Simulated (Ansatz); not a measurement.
The same path of BClH2 + CH3 (8 atoms, charge 0, multiplicity 2) was run 3 times with different band settings. Lost on the way: B1–H2. Made: H2–C5.

Theory: Ansatz, UKS PBE0/6-31G*.

Relaxed end points:

```xyz
8
Properties=species:S:1:pos:R:3
B 0.037 0.000 -0.518
H 0.074 0.002 0.674
Cl 1.546 -0.002 -1.388
H -0.972 -0.001 -1.154
C -0.026 0.000 3.695
H -0.610 -0.911 3.716
H 1.055 -0.050 3.679
H -0.523 0.962 3.722
```

```xyz
8
Properties=species:S:1:pos:R:3
B 0.045 -0.218 -0.553
H -0.082 -0.873 2.056
Cl 1.557 0.553 -0.846
H -0.989 0.384 -0.515
C -0.006 -0.142 2.868
H -0.632 -0.469 3.702
H 1.034 -0.071 3.195
H -0.347 0.837 2.521
```

Common settings: spring 5.0 eV/Å²; optimiser quadratic models (default); force threshold 0.05 eV/Å; iteration limit 60; end points relaxed.

| run | movable images | climbing image | start path |
| --- | --- | --- | --- |
| 1 | 5 | yes | through a guess of the saddle point |
| 2 | 2 | no | through a guess of the saddle point |
| 3 | 5 | yes | straight line |

Task: What does each run give, and how far can it be trusted?

Result: Run 1: converged after 42 iterations, highest image 0.000 eV above the first end. The top lies less than 8 meV above the higher end, about what the thresholds resolve: that end is a shoulder or a very shallow well. A vibrational analysis at the climbing image gives 3 clearly imaginary modes (105i, 61i, 41i cm⁻¹): a point of higher order. A lower path may pass nearby, or the ends, which weren't checked, may share the extra mode.
Run 2: converged after 17 iterations, highest image 0.030 eV above the first end. No image climbed, so the highest image needn't sit at the top of the path. Another band between the same ends, with other settings, climbed to 0.000 eV only, so this may not be the lowest route. So few images can step over the top or miss a turn of the path.
Run 3: converged after 44 iterations, highest image 0.001 eV above the first end. A structure lower than the last end lies on the path between it and the top, so the climb from that side starts below the end, which may itself be a saddle point or a shallow side well. The top lies less than 8 meV above the higher end, about what the thresholds resolve: that end is a shoulder or a very shallow well. Another band between the same ends (5 images) ends at a top of the same energy, where a vibrational analysis finds 3 clearly imaginary modes.
